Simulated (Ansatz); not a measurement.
Geometry optimisation, RKS B3LYP-D4/def2-SVP (Ansatz).

Input file:

```yaml
crystal:
  periodic: [false, false, false]
  atoms:
    - { symbol: "N", position_ang: [-0.9757, 0.4178, -0.5039] }
    - { symbol: Si, position_ang: [-0.197, -1.0088, -0.4107] }
    - { symbol: "N", position_ang: [0.9983, -0.3536, 0.5437] }
    - { symbol: H, position_ang: [-1.9325, 0.321, -0.7355] }
    - { symbol: H, position_ang: [-1.0118, 0.8846, 0.3911] }
    - { symbol: H, position_ang: [1.2706, 0.5764, 0.1783] }
    - { symbol: H, position_ang: [1.9094, -0.9054, 0.4913] }
basis:
  gaussian: { orbitals: def2-SVP }
hamiltonian:
  xc: b3lyp
  dispersion: d4
relax:
  f_tol: 0.015
  max_steps: 40
```

Run as:

```bash
$ ansatz run input.yaml --threads 1 --pin off --max-ram 2048MiB --backend cpu --events-out ev --progress --plain --runs-dir out
```

Question: Where does it end, and by what steps?

Answer: The forces met the threshold. After 9 steps the energy has fallen by 1.032 eV; H6 moved furthest, 0.52 Å.

| step | energy less start (eV) | largest force component (eV/Å) | accepted |
| --- | --- | --- | --- |
| 0 | 0.0000 | 4.929 | yes |
| 1 | -0.6788 | 2.002 | yes |
| 2 | -0.8473 | 0.887 | yes |
| 3 | -0.9316 | 0.914 | yes |
| 4 | -1.0178 | 0.189 | yes |
| 5 | -1.0024 | 0.321 | no |
| 6 | -1.0266 | 0.083 | yes |
| 7 | -1.0317 | 0.032 | yes |
| 8 | -1.0315 | 0.098 | no |
| 9 | -1.0320 | 0.005 | yes |

```xyz
7
Properties=species:S:1:pos:R:3
N -1.230 0.320 -0.358
Si -0.183 -1.060 -0.432
N 1.236 -0.403 0.319
H -2.174 0.271 -0.728
H -1.030 1.240 0.031
H 1.375 0.537 0.684
H 2.067 -0.974 0.438
```

Whether the end is a true minimum wasn't checked by a vibrational analysis.

The run took 17 s on 1 thread of Arm Neoverse V2 (shared host), peak memory 0.12 GiB.
